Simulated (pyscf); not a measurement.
PySCF, gas phase, ωB97X-D3(BJ)/def2-SVP geometries.

`[CH3][C]([F])[F]` [doublet] + `[ClH]` → `[CH3][CH]([F])[F]` + `[Cl]` [doublet]
Surface: doublet. Broken: Cl–H. Formed: C–H. Give ΔE‡ and ΔE from ωB97M-D3(BJ)/def2-TZVP, relative to the separated reactants.

ΔE‡ = 0.8 kcal/mol, ΔE = -0.8 kcal/mol. Zero-point energy shifts the barrier by -0.3 kcal/mol. It is a hydrogen abstraction, with an imaginary mode of 875i cm⁻¹. This is the saddle that the search found; another between the same sides may lie lower. The angle at the transferred H is 170°. Left out: the spin-orbit lowering of Cl.
